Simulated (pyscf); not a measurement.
Structures and frequencies: ωB97X-D3(BJ)/def2-SVP in PySCF. MP2 and CC: frozen core, UHF for open shells. ΔMP2 is the change of the MP2 total energy from the triple- to the quadruple-zeta basis.

SMILES: C=CCCl
```xyz
9

C     -1.0934     0.1158    -2.1362
C     -0.6328     0.5276    -0.9548
C     -0.6360     1.9583    -0.5125
Cl     1.0239     2.5070    -0.1061
H     -1.4929     0.8221    -2.8727
H     -1.0894    -0.9430    -2.4116
H     -0.2256    -0.1935    -0.2359
H     -1.0231     2.6227    -1.2971
H     -1.2383     2.0950     0.3975
```
Charge 0, spin multiplicity 1.

Problem. What is the homolytic dissociation enthalpy (298 K, CCSD(T)/def2-TZVPP + ΔMP2(QZVPP)) of the C–Cl bond of H₂C=CH–CH₂–Cl, to •H₂C–CH=CH₂ + Cl•?

Solution. C–Cl to •H₂C–CH=CH₂ + Cl•: 3.01 eV. The radicals are drawn with the spin at the cut bond; how far it spreads was not checked. Other isomers of •H₂C–CH=CH₂ were not searched in full and may lie lower. The CCSD(T) − MP2 part came from Ansatz, without density fitting, on the same reference. A UHF reference is spin-contaminated (<S²> up to 0.96), which harms MP2 most. Left out: the spin-orbit lowering of Cl.
